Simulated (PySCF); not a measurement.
# What binds to hydrogen sulfide, and how strongly

Gas-phase complexes of hydrogen sulfide, each in one structure from a short search with a few starts, optimised by PBE0-D3(BJ)/def2-TZVPD; other ways of binding may lie lower. Energies in kcal/mol, CCSD(T) at its estimated basis limit, counterpoise-corrected (PySCF): interaction is complex less parts frozen as they stand in it. Contacts are written partner···hydrogen sulfide; electrostatic, Pauli and orbital are terms of the uncorrected MP2 energy, whose rest is dispersion or correlation. The CCSD(T) estimate is Hartree-Fock/aug-cc-pVQZ, plus the MP2 correlation part extrapolated as X⁻³ from aug-cc-pVTZ and aug-cc-pVQZ, plus CCSD(T) less MP2 in aug-cc-pVDZ; noble-gas cores are frozen. It isn't the exact limit.

Frequency runs check only 1 of the 5 structures; an imaginary mode is left, so that the point isn't a minimum, in the complex with phosphine (35i cm⁻¹). 2 further partners within 0.25 kcal/mol of a listed one are not ranked.

**Question.** Order these partners of hydrogen sulfide by interaction energy, strongest first: fluoromethane, phosphine, PH2F, sulfur dioxide, carbon dioxide.

**Answer.** PH2F (-3.2), sulfur dioxide (-2.5), fluoromethane (-2.2), carbon dioxide (-1.7), phosphine (-1.2).
```tsv
partner	contact	distance (Å)	interaction	electrostatic	Pauli	orbital
PH2F	P···S	3.09	-3.2	-9.4	15.0	-4.3
sulfur dioxide	S···S	3.20	-2.5	-8.1	12.0	-3.8
fluoromethane	F···H	2.35	-2.2	-2.8	2.8	-0.6
carbon dioxide	C···S	3.46	-1.7	-2.7	2.9	-0.4
phosphine	P···H	2.83	-1.2	-2.1	3.7	-0.9
```
